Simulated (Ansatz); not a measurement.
bcc Ta was calculated with B3LYP (VWN-RPA form) (Ansatz, a quantum-chemistry and plane-wave program, PAW).

Settings: plane-wave cutoff 460 eV, 14×14×14 k mesh, Fermi–Dirac smearing 0.05 eV, scalar-relativistic PAW data made under PBE.

Cell (relaxed at this level):

```yaml
crystal:
  lattice:
    - [-1.66576, 1.66576, 1.66576]
    - [1.66576, -1.66576, 1.66576]
    - [1.66576, 1.66576, -1.66576]
  atoms:
    - { symbol: Ta, position: [0.00000, 0.00000, 0.00000] }
```

Estimate the bulk modulus B0 that the calculation returns.


- bulk modulus B0 = 203 GPa

Measured, for comparison: bulk modulus 198 GPa (corrected for temperature and zero-point phonon effects, our sources range from 194 to 203; as tabulated in Levämäki et al. (2014), arXiv:1402.3671). Computed (rounded) less measured: bulk modulus +3 % (0.0 % to +5 % over the range).

Spin–orbit coupling is not included.

Static lattice: no zero-point or thermal effects.

The result took about 12 core-minutes (a rough figure).
